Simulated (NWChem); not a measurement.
Species: DMSO (C$_{2}$H$_{6}$OS); SMILES CS(C)=O

All runs: NWChem. Pople sets run with spherical d functions. Each level has its own optimisation. Computed dipoles belong to the equilibrium geometry; the measured one is vibrationally averaged.

Measured dipole moment: 3.96 D (NIST CCCBDB, as tabulated in the package chemicals).

Q: Which of these levels lies farthest from the measured value, and how do the others fare: B3LYP/6-31G*; Hartree-Fock/3-21G; Hartree-Fock/STO-3G; BLYP/def2-SVP; PBE0/def2-SVP; LDA (Slater exchange, VWN5)/def2-SVP; Hartree-Fock/6-31G*; PBE/def2-SVP?

A: Hartree-Fock/3-21G.
```
level                                 dipole moment (D)  computed − measured
------------------------------------  -----------------  -------------------
Hartree-Fock/STO-3G                                3.69                -0.27
Hartree-Fock/3-21G                                 4.91                +0.95
Hartree-Fock/6-31G*                                4.50                +0.54
B3LYP/6-31G*                                       3.92                -0.04
LDA (Slater exchange, VWN5)/def2-SVP               3.64                -0.32
PBE/def2-SVP                                       3.58                -0.38
BLYP/def2-SVP                                      3.53                -0.43
PBE0/def2-SVP                                      3.95                -0.01
```
